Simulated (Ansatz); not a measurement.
A short molecular-dynamics run on AlH$_{7}$Si$_{2}$ (`[AlH2][SiH2][SiH3]`).

```yaml
crystal:
  periodic: [false, false, false]
  atoms:
    - {symbol: Al, position_ang: [-1.930657, 0.645703, -0.864367]}
    - {symbol: Si, position_ang: [0.477755, 0.751163, -0.445675]}
    - {symbol: Si, position_ang: [1.112284, -1.017903, 0.953432]}
    - {symbol: H, position_ang: [-2.495519, -0.208329, -2.078278]}
    - {symbol: H, position_ang: [-2.945863, 1.378639, 0.112463]}
    - {symbol: H, position_ang: [0.876919, 2.021220, 0.228839]}
    - {symbol: H, position_ang: [1.273580, 0.634589, -1.702832]}
    - {symbol: H, position_ang: [2.570212, -1.000129, 1.249615]}
    - {symbol: H, position_ang: [0.367723, -0.938239, 2.240409]}
    - {symbol: H, position_ang: [0.776664, -2.317715, 0.309394]}
basis:
  gaussian: {orbitals: "6-31G*"}
hamiltonian: {xc: {name: r2SCAN}, dispersion: d3bj}
md: {timestep: 0.5 fs, n_steps: 50, ensemble: nvt_langevin, temperature: 1000, initial_velocities: maxwell_boltzmann, friction: 0.01, seed: 331}
```

```sh
$ ansatz run in.yaml --threads 2 --pin off --events-out ev --progress --plain --max-ram 4352MiB
```

| step | time (fs) | potential energy (eV) | kinetic (eV) | T (K) | conserved (eV) |
| --- | --- | --- | --- | --- | --- |
| 0 | 0.0 | -22461.7381 | 1.1633 | 900 | – |
| 1 | 0.5 | -22461.7257 | 1.2004 | 929 | – |
| 2 | 1.0 | -22461.6940 | 1.2038 | 931 | – |
| 3 | 1.5 | -22461.6484 | 1.1590 | 897 | – |
| 4 | 2.0 | -22461.5978 | 1.0150 | 785 | – |
| 5 | 2.5 | -22461.5513 | 1.0245 | 793 | – |
| 6 | 3.0 | -22461.5108 | 0.9522 | 737 | – |
| 7 | 3.5 | -22461.4763 | 0.9619 | 744 | – |
| 8 | 4.0 | -22461.4514 | 0.8984 | 695 | – |
| 9 | 4.5 | -22461.4350 | 0.9002 | 696 | – |
| 10 | 5.0 | -22461.4232 | 0.9622 | 744 | – |
| 11 | 5.5 | -22461.4157 | 0.9744 | 754 | – |
| 12 | 6.0 | -22461.4128 | 0.9859 | 763 | – |
| 13 | 6.5 | -22461.4041 | 1.0152 | 785 | – |
| 14 | 7.0 | -22461.3835 | 1.0243 | 792 | – |
| 15 | 7.5 | -22461.3541 | 0.9468 | 733 | – |
| 16 | 8.0 | -22461.3201 | 0.8229 | 637 | – |
| 17 | 8.5 | -22461.2845 | 0.7639 | 591 | – |
| 18 | 9.0 | -22461.2512 | 0.7170 | 555 | – |
| 19 | 9.5 | -22461.2231 | 0.6938 | 537 | – |
| 20 | 10.0 | -22461.2046 | 0.5958 | 461 | – |
| 21 | 10.5 | -22461.1986 | 0.5624 | 435 | – |
| 22 | 11.0 | -22461.2041 | 0.6188 | 479 | – |
| 23 | 11.5 | -22461.2174 | 0.5972 | 462 | – |
| 24 | 12.0 | -22461.2347 | 0.5815 | 450 | – |
| 25 | 12.5 | -22461.2554 | 0.6617 | 512 | – |
| 26 | 13.0 | -22461.2735 | 0.7019 | 543 | – |
| 27 | 13.5 | -22461.2828 | 0.7336 | 568 | – |
| 28 | 14.0 | -22461.2835 | 0.7320 | 566 | – |
| 29 | 14.5 | -22461.2756 | 0.7392 | 572 | – |
| 30 | 15.0 | -22461.2579 | 0.7589 | 587 | – |
| 31 | 15.5 | -22461.2298 | 0.7604 | 588 | – |
| 32 | 16.0 | -22461.1972 | 0.6942 | 537 | – |
| 33 | 16.5 | -22461.1664 | 0.6950 | 538 | – |
| 34 | 17.0 | -22461.1420 | 0.6930 | 536 | – |
| 35 | 17.5 | -22461.1271 | 0.6189 | 479 | – |
| 36 | 18.0 | -22461.1207 | 0.5926 | 458 | – |
| 37 | 18.5 | -22461.1191 | 0.6525 | 505 | – |
| 38 | 19.0 | -22461.1176 | 0.6724 | 520 | – |
| 39 | 19.5 | -22461.1151 | 0.7380 | 571 | – |
| 40 | 20.0 | -22461.1114 | 0.7232 | 560 | – |
| 41 | 20.5 | -22461.1031 | 0.7201 | 557 | – |
| 42 | 21.0 | -22461.0877 | 0.7244 | 560 | – |
| 43 | 21.5 | -22461.0626 | 0.7077 | 548 | – |
| 44 | 22.0 | -22461.0279 | 0.6926 | 536 | – |
| 45 | 22.5 | -22460.9872 | 0.6957 | 538 | – |
| 46 | 23.0 | -22460.9438 | 0.6758 | 523 | – |
| 47 | 23.5 | -22460.8995 | 0.6435 | 498 | – |
| 48 | 24.0 | -22460.8586 | 0.5694 | 441 | – |
| 49 | 24.5 | -22460.8248 | 0.4864 | 376 | – |
| 50 | 25.0 | -22460.8009 | 0.4519 | 350 | – |

Velocities are drawn at the set temperature; a run this short doesn't reach equilibrium.

Frames (Å, forces in eV/Å):

```xyz
10
time=0.0 fs
Al   -1.931    0.646   -0.864    0.103    0.016    0.009
Si    0.478    0.751   -0.446   -0.121   -0.042    0.006
Si    1.112   -1.018    0.953   -0.005    0.059   -0.044
H    -2.496   -0.208   -2.078   -0.039   -0.051   -0.068
H    -2.946    1.379    0.112   -0.065    0.038    0.055
H     0.877    2.021    0.229    0.043    0.060    0.018
H     1.274    0.635   -1.703    0.057    0.012   -0.049
H     2.570   -1.000    1.250    0.053   -0.017    0.023
H     0.368   -0.938    2.240   -0.018   -0.016    0.054
H     0.777   -2.318    0.309   -0.006   -0.059   -0.005
10
time=1.5 fs
Al   -1.916    0.640   -0.872   -0.268    0.694    1.153
Si    0.476    0.756   -0.438   -0.264   -0.088    0.301
Si    1.106   -1.017    0.949   -0.368    0.477    0.177
H    -2.423   -0.197   -2.049   -0.311   -0.508   -0.769
H    -3.037    1.317    0.134    0.483   -0.221   -0.387
H     0.900    1.985    0.286    0.085    0.171   -0.056
H     1.230    0.613   -1.698    0.286    0.076   -0.306
H     2.543   -0.980    1.267    0.341   -0.113    0.025
H     0.343   -0.935    2.221   -0.018    0.089    0.178
H     0.697   -2.290    0.362    0.035   -0.577   -0.317
10
time=3.0 fs
Al   -1.900    0.635   -0.879   -0.644    0.951    1.743
Si    0.473    0.763   -0.431   -0.278   -0.160    0.430
Si    1.098   -1.016    0.946   -0.636    0.564    0.291
H    -2.363   -0.207   -2.040   -0.401   -0.743   -1.142
H    -3.115    1.241    0.135    0.838   -0.282   -0.609
H     0.920    1.947    0.340    0.126    0.306   -0.091
H     1.199    0.610   -1.698    0.402    0.124   -0.404
H     2.526   -0.965    1.279    0.425   -0.188    0.020
H     0.312   -0.938    2.205    0.046    0.195    0.223
H     0.626   -2.278    0.404    0.123   -0.768   -0.461
10
time=4.5 fs
Al   -1.883    0.631   -0.885   -1.004    0.795    1.747
Si    0.468    0.770   -0.424   -0.097   -0.264    0.274
Si    1.090   -1.015    0.944   -1.042    0.200    0.388
H    -2.315   -0.231   -2.047   -0.321   -0.702   -1.128
H    -3.162    1.152    0.119    0.978   -0.202   -0.638
H     0.941    1.912    0.386    0.162    0.428   -0.098
H     1.184    0.606   -1.705    0.349    0.185   -0.235
H     2.518   -0.954    1.279    0.390   -0.245    0.019
H     0.276   -0.947    2.201    0.236    0.288    0.085
H     0.560   -2.292    0.442    0.349   -0.482   -0.414
10
time=6.0 fs
Al   -1.864    0.629   -0.888   -1.427    0.197    1.109
Si    0.464    0.776   -0.416    0.243   -0.259    0.026
Si    1.078   -1.014    0.942   -1.119   -0.321    0.469
H    -2.275   -0.270   -2.087   -0.072   -0.273   -0.596
H    -3.183    1.061    0.091    0.974   -0.072   -0.560
H     0.952    1.887    0.430    0.160    0.430   -0.159
H     1.182    0.607   -1.718    0.205    0.257    0.080
H     2.525   -0.954    1.278    0.037   -0.283   -0.047
H     0.244   -0.945    2.198    0.387    0.354   -0.006
H     0.498   -2.318    0.476    0.612   -0.030   -0.315
10
time=7.5 fs
Al   -1.846    0.628   -0.891   -1.734   -0.597    0.182
Si    0.460    0.782   -0.408    0.695   -0.191   -0.301
Si    1.067   -1.011    0.940   -1.044   -0.728    0.607
H    -2.237   -0.332   -2.143    0.203    0.310    0.123
H    -3.188    0.961    0.048    0.829    0.098   -0.385
H     0.969    1.873    0.462    0.123    0.372   -0.236
H     1.192    0.603   -1.733   -0.012    0.328    0.475
H     2.537   -0.959    1.281   -0.357   -0.293   -0.134
H     0.222   -0.928    2.199    0.496    0.366   -0.096
H     0.452   -2.340    0.503    0.801    0.335   -0.235
10
time=9.0 fs
Al   -1.829    0.626   -0.895   -1.786   -1.170   -0.518
Si    0.458    0.787   -0.400    1.026   -0.208   -0.651
Si    1.057   -1.009    0.939   -0.868   -1.006    0.706
H    -2.191   -0.392   -2.190    0.346    0.704    0.581
H    -3.184    0.875   -0.003    0.603    0.244   -0.175
H     0.992    1.857    0.477    0.121    0.415   -0.203
H     1.207    0.602   -1.742   -0.198    0.372    0.769
H     2.545   -0.964    1.283   -0.643   -0.278   -0.199
H     0.215   -0.902    2.200    0.519    0.345   -0.118
H     0.433   -2.361    0.526    0.879    0.582   -0.190
10
time=10.5 fs
Al   -1.818    0.624   -0.898   -1.562   -1.518   -1.016
Si    0.455    0.791   -0.392    1.280   -0.065   -0.700
Si    1.047   -1.008    0.938   -0.762   -1.050    0.759
H    -2.136   -0.436   -2.219    0.380    0.904    0.786
H    -3.171    0.798   -0.056    0.250    0.369    0.087
H     1.027    1.855    0.479    0.038    0.317   -0.237
H     1.217    0.599   -1.731   -0.268    0.375    0.800
H     2.539   -0.971    1.275   -0.675   -0.246   -0.200
H     0.213   -0.869    2.197    0.494    0.293   -0.081
H     0.434   -2.372    0.546    0.826    0.620   -0.198
10
time=12.0 fs
Al   -1.809    0.618   -0.901   -1.172   -1.605   -1.301
Si    0.454    0.795   -0.385    1.321    0.050   -0.525
Si    1.039   -1.009    0.936   -0.711   -0.900    0.662
H    -2.074   -0.445   -2.229    0.345    0.898    0.764
H    -3.158    0.731   -0.108   -0.156    0.451    0.363
H     1.068    1.859    0.462   -0.035    0.266   -0.182
H     1.223    0.603   -1.696   -0.188    0.318    0.516
H     2.515   -0.983    1.267   -0.409   -0.202   -0.151
H     0.228   -0.836    2.188    0.341    0.249    0.112
H     0.453   -2.374    0.566    0.663    0.476   -0.259
10
time=13.5 fs
Al   -1.802    0.611   -0.905   -0.683   -1.478   -1.374
Si    0.453    0.799   -0.379    1.280    0.259   -0.116
Si    1.032   -1.013    0.935   -0.729   -0.565    0.482
H    -2.010   -0.426   -2.217    0.278    0.709    0.514
H    -3.145    0.662   -0.161   -0.604    0.500    0.648
H     1.113    1.874    0.430   -0.159    0.141   -0.136
H     1.227    0.615   -1.651   -0.005    0.207    0.023
H     2.482   -0.998    1.253    0.072   -0.147   -0.054
H     0.249   -0.800    2.178    0.146    0.197    0.353
H     0.488   -2.371    0.581    0.403    0.177   -0.340
10
time=15.0 fs
Al   -1.797    0.604   -0.910   -0.201   -1.170   -1.243
Si    0.453    0.802   -0.374    1.089    0.501    0.432
Si    1.023   -1.018    0.935   -0.826    0.021    0.359
H    -1.946   -0.389   -2.199    0.203    0.386    0.102
H    -3.137    0.604   -0.212   -1.016    0.506    0.886
H     1.151    1.900    0.384   -0.281   -0.004   -0.060
H     1.223    0.628   -1.605    0.289    0.060   -0.635
H     2.443   -1.004    1.246    0.702   -0.109    0.057
H     0.275   -0.751    2.175   -0.039    0.103    0.527
H     0.530   -2.361    0.588    0.079   -0.293   -0.423
10
time=16.5 fs
Al   -1.793    0.595   -0.916    0.022   -0.756   -0.822
Si    0.453    0.803   -0.370    0.908    0.818    1.008
Si    1.013   -1.023    0.937   -0.665    0.561    0.435
H    -1.875   -0.352   -2.179    0.126   -0.014   -0.425
H    -3.143    0.555   -0.253   -1.155    0.479    0.943
H     1.189    1.930    0.336   -0.443   -0.219   -0.015
H     1.215    0.641   -1.569    0.597   -0.090   -1.290
H     2.422   -1.015    1.247    0.970   -0.045    0.101
H     0.294   -0.696    2.177   -0.129   -0.035    0.544
H     0.584   -2.363    0.595   -0.231   -0.700   -0.479
10
time=18.0 fs
Al   -1.790    0.587   -0.921   -0.323   -0.348   -0.110
Si    0.454    0.803   -0.366    0.976    1.085    1.195
Si    1.003   -1.029    0.939   -0.266    0.899    0.830
H    -1.804   -0.314   -2.165    0.065   -0.416   -0.966
H    -3.176    0.518   -0.274   -0.749    0.453    0.714
H     1.210    1.966    0.298   -0.585   -0.470   -0.008
H     1.211    0.649   -1.560    0.644   -0.158   -1.476
H     2.423   -1.036    1.259    0.715    0.023    0.028
H     0.308   -0.638    2.197   -0.051   -0.261    0.243
H     0.631   -2.379    0.600   -0.427   -0.807   -0.448
10
time=19.5 fs
Al   -1.786    0.581   -0.926   -0.941   -0.186    0.411
Si    0.455    0.805   -0.362    1.288    1.173    0.840
Si    0.992   -1.034    0.942    0.301    0.974    1.275
H    -1.728   -0.281   -2.176    0.021   -0.581   -1.195
H    -3.226    0.481   -0.285   -0.083    0.438    0.367
H     1.223    1.995    0.267   -0.656   -0.635    0.009
H     1.205    0.654   -1.585    0.373   -0.139   -1.087
H     2.443   -1.052    1.277    0.115    0.075   -0.121
H     0.319   -0.581    2.226    0.079   -0.538   -0.179
H     0.670   -2.404    0.588   -0.498   -0.581   -0.319
10
time=21.0 fs
Al   -1.784    0.573   -0.931   -1.426   -0.274    0.525
Si    0.457    0.810   -0.356    1.588    0.992    0.079
Si    0.983   -1.040    0.946    0.622    0.695    1.461
H    -1.647   -0.255   -2.209   -0.058   -0.491   -1.045
H    -3.279    0.452   -0.289    0.513    0.424    0.056
H     1.222    2.011    0.236   -0.587   -0.603    0.104
H     1.200    0.655   -1.632   -0.048   -0.066   -0.353
H     2.455   -1.072    1.294   -0.270    0.133   -0.212
H     0.327   -0.532    2.251    0.167   -0.798   -0.517
H     0.710   -2.444    0.563   -0.502   -0.010   -0.098
10
time=22.5 fs
Al   -1.780    0.563   -0.935   -1.754   -0.483    0.337
Si    0.461    0.818   -0.349    1.766    0.589   -0.812
Si    0.977   -1.045    0.952    0.790    0.265    1.371
H    -1.568   -0.241   -2.251   -0.193   -0.267   -0.638
H    -3.329    0.432   -0.285    1.013    0.405   -0.200
H     1.215    2.013    0.208   -0.407   -0.370    0.271
H     1.202    0.653   -1.688   -0.456    0.022    0.446
H     2.458   -1.097    1.306   -0.413    0.194   -0.249
H     0.341   -0.499    2.267    0.162   -0.957   -0.657
H     0.742   -2.486    0.535   -0.508    0.601    0.130
10
time=24.0 fs
Al   -1.778    0.550   -0.938   -1.711   -0.686   -0.022
Si    0.465    0.825   -0.343    1.641    0.013   -1.593
Si    0.971   -1.048    0.957    1.004   -0.166    0.942
H    -1.494   -0.228   -2.304   -0.379   -0.023   -0.150
H    -3.348    0.411   -0.275    1.214    0.372   -0.343
H     1.206    2.003    0.176   -0.112    0.068    0.509
H     1.199    0.650   -1.741   -0.700    0.090    1.040
H     2.453   -1.120    1.309   -0.416    0.229   -0.259
H     0.371   -0.485    2.262   -0.019   -0.954   -0.450
H     0.758   -2.517    0.505   -0.520    1.056    0.326
10
time=25.0 fs
Al   -1.777    0.541   -0.940   -1.502   -0.802   -0.342
Si    0.469    0.831   -0.339    1.410   -0.395   -1.940
Si    0.967   -1.050    0.960    1.131   -0.288    0.622
H    -1.453   -0.225   -2.340   -0.505    0.133    0.188
H    -3.342    0.400   -0.274    1.182    0.345   -0.361
H     1.197    1.996    0.160    0.110    0.412    0.679
H     1.196    0.650   -1.761   -0.761    0.110    1.237
H     2.446   -1.127    1.306   -0.357    0.224   -0.254
H     0.392   -0.485    2.255   -0.174   -0.895   -0.227
H     0.760   -2.523    0.489   -0.535    1.157    0.397
```

It took 94 s on 2 threads of an Intel Xeon Platinum 8488C on a shared host, with 0.16 GiB of host memory at the peak.
